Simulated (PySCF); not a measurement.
Work out the structure from these simulated measurements.

Formula: C6H12.

| Quantity | Value |
| --- | --- |
| Rotational structure | rotational constants A, B, C: 4.328, 4.326, 2.471 GHz [PBE0-D3(BJ)/def2-SVP] |
| Couplings | largest of the computed one-bond spin–spin couplings (means over like bonds): 13C–1H +131.0 (×12), 13C–13C +34.7 (×6) Hz [B3LYP/pcJ-1, spin–dipole term left out] |
| 13C NMR | chemical shifts (computed TMS as zero) by class: 28.7 (6 C) ppm [GIAO PBE0/pcSseg-1] |
| 1H NMR | chemical shifts (computed TMS as zero) by class: 1.33 (12 H) ppm [GIAO PBE0/pcSseg-1] |
| Dipole | 0.00 D [PBE0/pcSseg-1] |

Gas-phase values; electronic properties from PySCF, density fitting. Levels stand in brackets. Isolated species at its PBE0-D3(BJ)/def2-SVP geometry (one conformer only). NMR values are class means; diastereotopic atoms form classes of their own.

Question: Propose a structure and show how it fits.

Answer: Numbering: `[CH2:1]1[CH2:2][CH2:3][CH2:4][CH2:5][CH2:6]1`. Its formula, C6H12, gives 1 degree of unsaturation: 1 ring and 0 π bonds in the structure found. 6 carbons fall into 1 class: ring CH2 carbon [C1/C2/C3/C4/C5/C6] (28.7 ppm, 6 C). All hydrogens form one class (1.33 ppm): methylene hydrogen. The couplings run between: +131.0 Hz, ring CH2 carbon [C1] and its hydrogen (with 11 like pairs); +34.7 Hz, ring CH2 carbon [C1] and ring CH2 carbon [C2] (with 5 like pairs). The vanishing dipole is forced by symmetry. The optimised geometry has point group D3d and is an oblate symmetric top (the spread among constants that symmetry makes equal is optimisation noise). Structure: cyclohexane (`C1CCCCC1`). The assignments are read from this structure; whether some other isomer fits the data as well wasn't checked.
